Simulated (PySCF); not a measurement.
Peak assignment

Molfile (atoms numbered from 1):
```
C4H10O
     RDKit          3D

 15 14  0  0  0  0  0  0  0  0999 V2000
    1.2668   -0.7369    0.1646 C   0  0  0  0  0  0  0  0  0  0  0  0
    0.0016    0.0952    0.3555 C   0  0  0  0  0  0  0  0  0  0  0  0
    0.2882    1.5818    0.1675 C   0  0  0  0  0  0  0  0  0  0  0  0
   -1.0851   -0.3647   -0.6255 C   0  0  0  0  0  0  0  0  0  0  0  0
   -1.4731   -1.7041   -0.4340 O   0  0  0  0  0  0  0  0  0  0  0  0
    1.9973   -0.5115    0.9381 H   0  0  0  0  0  0  0  0  0  0  0  0
    1.7122   -0.5259   -0.8051 H   0  0  0  0  0  0  0  0  0  0  0  0
    1.0271   -1.7967    0.2070 H   0  0  0  0  0  0  0  0  0  0  0  0
   -0.3722   -0.0643    1.3761 H   0  0  0  0  0  0  0  0  0  0  0  0
    1.0579    1.9093    0.8623 H   0  0  0  0  0  0  0  0  0  0  0  0
   -0.6079    2.1739    0.3418 H   0  0  0  0  0  0  0  0  0  0  0  0
    0.6349    1.7744   -0.8454 H   0  0  0  0  0  0  0  0  0  0  0  0
   -0.7077   -0.3163   -1.6496 H   0  0  0  0  0  0  0  0  0  0  0  0
   -1.9587    0.3001   -0.5473 H   0  0  0  0  0  0  0  0  0  0  0  0
   -1.7858   -1.8062    0.4720 H   0  0  0  0  0  0  0  0  0  0  0  0
  1  2  1  0
  2  3  1  0
  2  4  1  0
  4  5  1  0
  1  6  1  0
  1  7  1  0
  1  8  1  0
  2  9  1  0
  3 10  1  0
  3 11  1  0
  3 12  1  0
  4 13  1  0
  4 14  1  0
  5 15  1  0
M  END
```

Computational details: geometry from GFN2-xTB, NMR shieldings at PBE0/pcSseg-1/GIAO, J: B3LYP/pcJ-1 (without the spin–dipole term), in PySCF 2.14 (no solvent, fast rotation and ring inversion assumed for equivalent nuclei, a single conformation, relativity neglected).

References, each an isolated molecule treated in the same way: ¹³C (σref 186.93) and ¹H (σref 31.72) against TMS.

Question: Assign these signals to the numbered atoms. ¹³C{¹H} NMR (computed): δ 74.7 (CH2), 38.4 (CH), 20.7 (CH3).

Answer: 
74.7 → C4, sp3 CH2 bonded to O: the inductive effect lowers its shielding
38.4 → C2, sp3 CH: saturated and bonded to C and H only
20.7 → C1/C3, methyl carbon: aliphatic region, no heteroatom directly attached

Question: Assign these signals to the numbered atoms. ¹H NMR (500 MHz, computed): δ 3.58 (d, J = 5.8 Hz, 2H), 1.20 (sept of t, J = 6.8, 5.8 Hz, 1H), 0.99 (d, J = 6.8 Hz, 6H), -0.29 (br s, 1H).

Answer: 
| δ (ppm) | atoms | environment | reason |
| --- | --- | --- | --- |
| 3.58 | H13/H14 | hydrogen on an sp3 CH2 bonded to O | its carbon carries O, which withdraws density |
| 1.20 | H9 | hydrogen on an sp3 CH | – |
| 0.99 | H6/H7/H8/H10/H11/H12 | hydrogen on a methyl carbon | far from electronegative atoms and π systems |
| -0.29 | H15 | hydrogen on an alcohol oxygen | exchangeable; this is the value without hydrogen bonding to other molecules |

The OH or NH signal is concentration- and solvent-dependent in practice; the value given is the gas-phase one. Splittings below 1 Hz are ignored in the labels, and close J values are merged. Unscaled 3J(H,H) at this level run about 10 % above measured values. Shifts are as computed. Against solution values, carbons near 30 ppm lie about +3 ppm off and those near 130 ppm about +5 ppm. Of 1211 compounds with measured shifts, 218 miss one by over three times the rms of a fit or turn the order of signals round; such compounds aren't used in these exercises. Couplings to exchangeable protons are dropped. Chain 3J(H,H) values assume equally populated staggered rotamers: (2 J gauche + J anti)/3.
